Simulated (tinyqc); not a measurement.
CCSD on RHF in the sto-3g basis, frozen core, for OH-, spin multiplicity 1, step by step. The basis has no diffuse functions, so it cannot describe the extra electron: this is an exercise in the method, not the real anion. One step of it, computed by the program tinyqc.

Problem. CCSD: starting amplitudes. t_ij^ab = <ij||ab> / (e_i + e_j - e_a - e_b), whose energy is MP2.

orbital energies (hartree): MO1 -19.495442, MO2 -0.583779, MO3 0.083772, MO4 0.189451, MO5 0.189451, MO6 0.982222

Two-electron integrals over orbitals (pq|rs), unique and non-zero (hartree); the lowest 1 orbital is frozen and left out:
```
(22|22) 0.744086    (32|22) -0.067781   (32|32) 0.114717    (33|22) 0.554778
(33|32) 0.026062    (33|33) 0.614150    (42|42) 0.160475    (43|42) -0.039355
(43|43) 0.027300    (44|22) 0.774060    (44|32) -0.095147   (44|33) 0.534772
(44|44) 0.880159    (52|52) 0.160475    (53|52) -0.039355   (53|53) 0.027300
(54|54) 0.047444    (55|22) 0.774060    (55|32) -0.095147   (55|33) 0.534772
(55|44) 0.785270    (55|55) 0.880159    (62|22) 0.073913    (62|32) 0.055248
(62|33) 0.001418    (62|44) 0.078111    (62|55) 0.078111    (62|62) 0.112292
(63|22) 0.161690    (63|32) -0.105143   (63|33) -0.018818   (63|44) 0.182061
(63|55) 0.182061    (63|62) 0.017649    (63|63) 0.185336    (64|42) 0.029110
(64|43) 0.015047    (64|64) 0.037978    (65|52) 0.029110    (65|53) 0.015047
(65|65) 0.037978    (66|22) 0.675431    (66|32) 0.000361    (66|33) 0.605053
(66|44) 0.670312    (66|55) 0.670312    (66|62) 0.075925    (66|63) 0.080780
(66|66) 0.706158
```

Give: Starting amplitudes; correlation energy.

Solution.

Starting amplitudes (spin orbitals 1a, 1b, ...; amplitudes related by a flip of all spins are not repeated):
```
from      to        t
3a 3b  6a 6b  -0.1031
2a 2b  6a 6b  -0.0359
4a 4b  6a 6b  -0.0240
5a 5b  6a 6b  -0.0240
2a 3b  6a 6b  -0.0072
```

correlation energy = -0.025214 hartree
